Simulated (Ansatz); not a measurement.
Basis-set extrapolation for `C#CC(=C)O` (PBE0-D4/def2-TZVP geometry, frozen core, Ansatz). Multiplicity 1, RHF reference.

```csv
,def2-TZVPP,def2-QZVPP
HF,-228.660873,-228.670912
MP2 correlation,-0.855881,-0.915143
CCSD(T) correlation,-0.918285,not run
```

Energies in hartree. Use E(X) = E(∞) + A·exp(−7.88·√X) for Hartree–Fock and E(X) = E(∞) + B·X^(−2.97) for correlation, with X = 3 and 4, and add CCSD(T) minus MP2 of the smaller set to the MP2 limit.

Task: What is the CCSD(T) energy at the basis-set limit?

Result: HF limit: -228.670912 + (-0.010039) × 0.13774 = -228.67229. MP2 limit: -0.915143 + (-0.059262) × 0.74074 = -0.95904. Higher-order term: -0.918285 − (-0.855881) = -0.06240. Total: -229.69373 hartree, 71.9 kcal/mol below CCSD(T)/def2-TZVPP.
